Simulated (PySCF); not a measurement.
# Löwdin shares of the frontier orbitals

Compound: thiocyanic acid, CHNS.
Atom-mapped SMILES: `[N:1]#[C:2][SH:3]` (hydrogens: H4 on S3)

Level of theory: TDDFT wB97X-D/def2-SVPD, vertical, gas phase, core orbitals frozen in the response in PySCF. Geometry: GFN2-xTB; no solvent, vibrations or thermal averaging.

Frontier orbitals with the atoms that hold most of them (Löwdin shares over 4%, at most four atoms; ? is withheld):

| orbital | ε (eV) | atoms |
| --- | --- | --- |
| HOMO-3 | -13.39 | C2 39%, N1 32%, S3 26% |
| HOMO-2 | -12.75 | N1 79%, C2 17%, S3 4% |
| HOMO-1 | -12.00 | N1 42%, C2 35%, S3 17%, H4 6% |
| HOMO | ? | ? |
| LUMO | 0.86 | ? |
| LUMO+1 | 1.40 | S3 71%, C2 18%, H4 7%, N1 4% |
| LUMO+2 | 2.14 | S3 50%, N1 21%, C2 21%, H4 8% |

Task: Which atoms hold the LUMO, and with what shares?

Result: S3 (bonded to C and H) 47%; H4 (bonded to S) 24%; C2 (bonded to N and S) 17%; N1 (bonded to C) 12%.

Task: Which atoms hold the HOMO, and with what shares?

Result: S3 (bonded to C and H) 55%; N1 (bonded to C) 22%; C2 (bonded to N and S) 18%; H4 (bonded to S) 4%.

Task: What is the HOMO energy, and the HOMO–LUMO gap?

Result: ε(HOMO) = -10.22 eV; the gap is 11.08 eV (0.4072 hartree).

Task: How does S1 compare with the orbital gap of 11.08 eV?

Result: S1 is at 5.69 eV (f = 0.0003), 5.39 eV below the gap, made of HOMO→LUMO (89%). 

Next come S2 at 6.80 eV (f 0.0041), HOMO→LUMO+1 (67%), HOMO→LUMO+2 (13%), HOMO→LUMO+5 (13%); S3 at 7.05 eV (f 0.015), HOMO→LUMO+2 (64%), HOMO→LUMO+1 (18%); S4 at 7.41 eV (f 0.022), HOMO→LUMO+3 (53%), HOMO-1→LUMO (31%); S5 at 8.39 eV (f 0.0008), HOMO-1→LUMO+3 (78%), HOMO-1→LUMO+6 (10%).
